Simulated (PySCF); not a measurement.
Species: C5H7O (charge +1).
Bonds: C1–O2, O2–C3, C3–C4, C4–C5, C5–C6 (double), C4–C6. Hydrogens: H7, H8, H9 on C1; H10, H11 on C3; H12 on C5; H13 on C6.

Level: PBE0/def2-SVPD in PySCF, non-relativistic, on one gas-phase PBE0-D3(BJ)/def2-SVP geometry that isn't relaxed in the solvent. The solvent is an IEF-PCM continuum (cavity from Bondi-type radii × 1.2). Specific hydrogen bonds and non-electrostatic terms are outside this model.

Gas phase at PBE0/def2-SVPD: HOMO -12.20 eV, LUMO -7.11 eV.

What does the continuum do to the energy and the frontier levels at PBE0/def2-SVPD in acetone and acetonitrile?

```tsv
solvent	ε	E(solvent) − E(gas) (kcal/mol)	polarisation term (kcal/mol)	distortion of the solute (kcal/mol)	HOMO (eV)	LUMO (eV)
acetone	20.49	-56.46	-57.50	1.04	-8.37	-2.39
acetonitrile	35.69	-57.74	-58.85	1.11	-8.29	-2.29
```

The polarisation term is half the interaction of the solute with the surface charges that it induces; the rest is the cost of distorting the solute's density. The sum is the electrostatic part of solvation alone. From acetone to acetonitrile the lowering changes by a factor 1.02, Born's factor 1 − 1/ε by 1.02 and ε itself by 1.7.

Which radius a makes Born's formula ΔE = −(q²/2a)(1 − 1/ε) give the value in acetonitrile?

a = q²(1 − 1/ε)/(2|ΔE|) = 2.79 Å, with q = +1 e and |ΔE| = 0.0920 Eh; the farthest nucleus lies 3.62 Å from the centroid of the nuclei. The formula assumes a point charge at the centre of a sphere.

How does the static polarisability (PBE0/def2-SVPD, frozen core, with the continuum's full static response) change?

```csv
medium,isotropic (au),principal values (au),⟨r²⟩ of the electrons (bohr²)
gas,54.5,"39.7, 52.4, 71.3",685.3
acetone,68.5,"51.8, 68.7, 85.2",685.8
acetonitrile,69.1,"52.4, 69.4, 85.6",685.8
```

The isotropic value in acetonitrile is 1.27 times the gas-phase one; no cavity-field correction is applied. ⟨r²⟩ is taken about the centre of nuclear charge.

Rough CPU time on one thread of a shared machine: about 28 s. This is the whole response run at PBE0/def2-SVPD in acetonitrile, SCF included.

Conformer computed: `[CH3:1][O:2][CH2:3][c+:4]1[cH:5][cH:6]1`: C1–O2–C3–C4 -179°, O2–C3–C4–C5 0°.
